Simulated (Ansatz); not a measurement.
# BH4 (doublet): from Hartree-Fock to the top rungs at distance B1–H4 along a hydrogen transfer = 1.110 Å, cc-pVDZ

Aim: climb from Hartree-Fock through coupled cluster and multireference methods for BH4 (doublet) at one geometry and basis, and see what each rung misses.

Program: Ansatz 0.2.0, Gaussian basis. Level of theory: cc-pVDZ, core rule «outside noble gas», up to 1 orbitals frozen. These are calculated values, not measurements.

The runs, in order: UHF; CCSD(T) on ROHF; CCSD(T) on UHF; BCCD(T) on ROHF; CISD; CCSDT(Q) on ROHF; CCSDT(Q) on UHF; CCSDTQ on ROHF; CCSDTQ on UHF; CASSCF and MRCISD+Q, 3 electrons in 3 orbitals; CASSCF and NEVPT2, 3 electrons in 3 orbitals; Full CI.

2 further runs of the same task are left out: 2 for a known fault of the program.

## (1) The system

The geometry derives from fragments relaxed apart (PBE0/def2-TZVP) and kept rigid, so it is no stationary point. A hydrogen atom is moved between rigid fragments.

5 atoms, charge 0, spin multiplicity 2.

Atoms are counted from 1 here; the program's logs count them from 0.

Bond lengths: B1–H2 1.193 Å, B1–H3 1.193 Å, B1–H4 1.110 Å. Angles: H2–B1–H3 120.0°, H2–B1–H4 120.0°, H3–B1–H4 120.0°.

Geometry (Å):

```xyz
5
charge 0, multiplicity 2
B    -0.14550    0.00000    0.00000
H    -0.74223    1.03357    0.00000
H    -0.74223   -1.03357    0.00000
H     0.96450    0.00000    0.00000
H     2.08051    0.00000    0.00000
```

## (2) UHF

Input file in.yaml:

```yaml
crystal:
  periodic: [false, false, false]
  atoms:
    - {symbol: B, position_ang: [-0.145495, 0.000000, 0.000000]}
    - {symbol: H, position_ang: [-0.742228, 1.033571, 0.000000]}
    - {symbol: H, position_ang: [-0.742228, -1.033571, 0.000000]}
    - {symbol: H, position_ang: [0.964505, 0.000000, 0.000000]}
    - {symbol: H, position_ang: [2.080505, 0.000000, 0.000000]}
basis:
  gaussian: {orbitals: cc-pVDZ}
magnetization: {spin_polarized: true, initial_magnetization: 1}
hamiltonian: {xc: hf}
output: {orbitals: {seedname: orbitals}}
```

Launch:

```console
ansatz run in.yaml --threads 1 --pin off --events-out ev --progress --plain --max-ram 2816MiB --backend cpu
```

Further steps of the session: CCSD(T) on ROHF; CCSD(T) on UHF; BCCD(T) on ROHF; CISD; CCSDT(Q) on ROHF; CCSDT(Q) on UHF; CCSDTQ on ROHF; CCSDTQ on UHF; CASSCF and MRCISD+Q, 3 electrons in 3 orbitals; CASSCF and NEVPT2, 3 electrons in 3 orbitals; Full CI.

Q: Predict the results of all the runs planned. Wanted: FCI below the RHF energy; RMP2 from FCI; UMP2 from FCI; RCCSD from FCI; RCCSD(T) from FCI; UCCSD(T) from FCI; RCCSDT(Q) from FCI; UCCSDT(Q) from FCI; T1 diagnostic.

The runs gave:

| quantity | value |
| --- | --- |
| FCI below the RHF energy | -3.5104 eV |
| RMP2 from FCI | +74.5 kJ/mol |
| UMP2 from FCI | +74.0 kJ/mol |
| RCCSD from FCI | +6.1 kJ/mol |
| RCCSD(T) from FCI | +1.3 kJ/mol |
| UCCSD(T) from FCI | +1.3 kJ/mol |
| RCCSDT(Q) from FCI | 0.0 kJ/mol |
| UCCSDT(Q) from FCI | 0.0 kJ/mol |
| levels within 1 kcal/mol (43 meV) | RCCSD(T), UCCSD(T), BCCD(T), RCCSDT, UCCSDT, RCCSDT(Q), UCCSDT(Q), RCCSDTQ, UCCSDTQ |
| T1 diagnostic | 0.017 |
| effectively unpaired electrons | 1.03 |

**Reading.** RCCSD(T) lands +1.3 kJ/mol from the yardstick (0.4 % of the correlation energy). One determinant dominates. These misses are within one basis, not against nature; the frozen cores of restricted and unrestricted runs differ, which can shift their rows.
